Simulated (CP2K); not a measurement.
# AlNH6 (SMILES [NH3+][AlH3-]): MNDO

We compute the energy of AlNH6. 

The results are computed with CP2K 2026.2.

2 further runs of the same task are left out: 1 that didn't finish, 1 set aside as unsound or not needed.

## Step 1: The system as given

The species is AlNH6 (8 atoms), meant as a singlet with charge 0. As SMILES, `[NH3+][AlH3-]`. The coordinates come from a PBE0-D4/def2-TZVP relaxation.

Bond lengths: N1–Al2 2.061 Å, N1–H3 1.015 Å, N1–H4 1.015 Å, N1–H5 1.015 Å, Al2–H6 1.603 Å, Al2–H7 1.603 Å, Al2–H8 1.603 Å. Some angles: N1–Al2–H6 99.3°, N1–Al2–H7 99.3°, N1–Al2–H8 99.3°, Al2–N1–H3 111.0°, Al2–N1–H4 111.0°, Al2–N1–H5 111.0°, H6–Al2–H7 117.5°, H6–Al2–H8 117.5°, H7–Al2–H8 117.5°, H3–N1–H4 107.9°.

## Step 2: A single-point energy at MNDO

molecule.inp

```
&GLOBAL
 PROJECT molecule
 RUN_TYPE ENERGY
 PRINT_LEVEL MEDIUM
&END

&FORCE_EVAL
 METHOD QUICKSTEP
 &DFT
  &QS
   METHOD MNDO
   EPS_DEFAULT 1.0E-10
   &SE
    &COULOMB
     CUTOFF [angstrom] 50
     RC_RANGE [angstrom] 0
    &END
    &EXCHANGE
     CUTOFF [angstrom] 50
     RC_RANGE [angstrom] 0
    &END
   &END
  &END
  &POISSON
   PERIODIC NONE
   POISSON_SOLVER ANALYTIC
  &END
  &SCF
   SCF_GUESS ATOMIC
   EPS_SCF 1.0E-07
   MAX_SCF 40
   &OT
    MINIMIZER DIIS
    PRECONDITIONER FULL_ALL
   &END
   &OUTER_SCF
    EPS_SCF 1.0E-07
    MAX_SCF 8
   &END
  &END
  # extra output
  &PRINT
   &MOMENTS
    PERIODIC F
    REFERENCE COM
    MAX_MOMENT 1
   &END
   &MO_CUBES
    NLUMO 5
    NHOMO -1
    WRITE_CUBE F
   &END
   &HIRSHFELD OFF
   &END
  &END
 &END
 &SUBSYS
  &CELL
   ABC 13.2 12.7 13.2
   PERIODIC NONE
  &END
  &COORD
   N     -0.285300    -0.098100    -0.947700
   Al     0.332200     0.091100     1.009300
   H      0.208600     0.552800    -1.549700
   H     -1.278900     0.088700    -1.035500
   H     -0.112600    -1.036000    -1.294800
   H     -0.061100     1.625500     1.256600
   H      1.886900    -0.253000     0.823700
   H     -0.597500    -1.028100     1.682600
  &END
  &TOPOLOGY
   &CENTER_COORDINATES
   &END
  &END
 &END
&END
```

Launch:

```console
OMP_NUM_THREADS=1 cp2k.psmp molecule.inp > molecule.out
```

**Question.** What will come out? Wanted: total energy; dipole moment; heat of formation.

Answer, from the run:

At MNDO:

```
         quantity          value
     total energy   -12.49249 Eh
    dipole moment         5.91 D
heat of formation  10.5 kcal/mol
```
